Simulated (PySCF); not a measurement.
Isomers of C3H3FO. Level of theory: PBE0-D3(BJ)/def2-SVP geometry optimisation, gas phase in PySCF 2.14.0. Energies are electronic, without zero-point or thermal terms, for one conformer each. No frequencies were run at this level. Point groups hold within 0.08 Å.

Question: Order them by energy at this level, lowest first, and give relative energies in kcal/mol.
A. `[CH2:1]=[C:2]([F:3])[CH:4]=[O:5]` with C1–C2–C4–O5 0°
B. `[CH2:1]=[CH:2][C:3](=[O:4])[F:5]` with C1–C2–C3–O4 0°
C. `[O:1]=[C:2]=[CH:3][CH2:4][F:5]` with C2–C3–C4–F5 -100°
D. `[O:1]=[CH:2]/[CH:3]=[CH:4]/[F:5]` with O1–C2–C3–C4 0°

Answer: B (0.0), D (18.3), C (19.0), A (19.3).

Neighbours under 2.5 kcal/mol apart (O=C/C=C/F and O=C=CCF; O=C=CCF and C=C(F)C=O) can change places with a better method, another conformer or zero-point energy.

| SMILES | E (Eh) | E rel (kcal/mol) | dipole (D) | point group | A, B, C (MHz) |
| --- | --- | --- | --- | --- | --- |
| C=CC(=O)F | -290.64796 | 0.0 | 3.11 | Cs | 11000, 4228, 3054 |
| O=C/C=C/F | -290.61887 | 18.3 | 1.76 | Cs | 21239, 2690, 2388 |
| O=C=CCF | -290.61773 | 19.0 | 1.61 | C1 | 18688, 2483, 2374 |
| C=C(F)C=O | -290.61714 | 19.3 | 1.39 | Cs | 10162, 4217, 2980 |
